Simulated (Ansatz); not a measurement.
Saddle search on SiNH$_{6}$Cl, closed shell by partitioned rational-function steps on PBE0-D4/def2-TZVP gradients (Ansatz 0.2.0), from this start:

```
atom    x (Å)    y (Å)    z (Å)
 Si1  -0.4130  -0.1553  -0.1490
 Cl2   0.6476  -2.3206  -1.0550
  H3  -1.0997   0.1774  -1.4219
  H4  -1.1781  -1.1111   0.6928
  N5  -0.1429   1.0991   0.9866
  H6   1.1487  -0.8003  -1.0028
  H7   1.1284   0.1532  -0.8181
  H8  -0.4918   1.0177   1.9340
  H9   0.4009   1.9399   0.8336
```

```
step  energy less the last (meV)  largest force (eV/Å)  curvature followed (eV/Å²)
   1                        97.2                 0.293                      -10.63
   2                        76.0                 0.398                      -10.62
   3                       117.6                 1.905                      -10.59
   4                        75.7                 1.309                      -10.68
   5                        55.2                 0.314                      -10.70
   6                        43.0                 0.258                      -10.65
   7                        33.7                 0.389                      -10.62
   8                        28.1                 0.331                      -10.60
   9                        34.0                 0.593                      -10.70
  10                        16.8                 0.341                      -10.87
  11                        14.5                 0.131                       -9.16
  12                         6.9                 0.386                      -10.34
  13                         7.4                 0.501                      -10.01
  14                         3.9                 0.306                       -9.53
  15                         2.0                 0.316                       -9.63
  16                         2.5                 0.150                       -9.54
  17                         3.5                 0.162                       -5.59
  18                         3.5                 0.155                       -5.43
  19                         2.8                 0.085                       -5.43
  20                         2.0                 0.107                       -4.97
  21                         1.1                 0.126                       -5.00
  22                         0.1                 0.048                       -5.70
  23                         0.2                 0.039                       -5.77
  24                         0.1                 0.026                       -6.01
  25                         0.1                 0.018                       -6.16
  26                         0.1                 0.055                       -6.16
  27                         0.0                 0.018                       -6.16
  28                         0.0                 0.014                       -6.12
  29                         0.0                 0.013                       -6.12
  30                         0.0                 0.008                       -5.49
```

The search ended at:

```xyz
9
angstrom
Si -0.3751 -0.2006 -0.1210
Cl 0.2419 -2.1507 -1.6021
H -0.9620 0.3253 -1.3583
H -0.8109 -1.2604 0.7948
N -0.3236 1.1783 0.8882
H 1.1816 -0.9130 -0.7505
H 1.3609 -0.2157 -0.2472
H -0.1062 1.1257 1.8703
H -0.2064 2.1111 0.5260
```
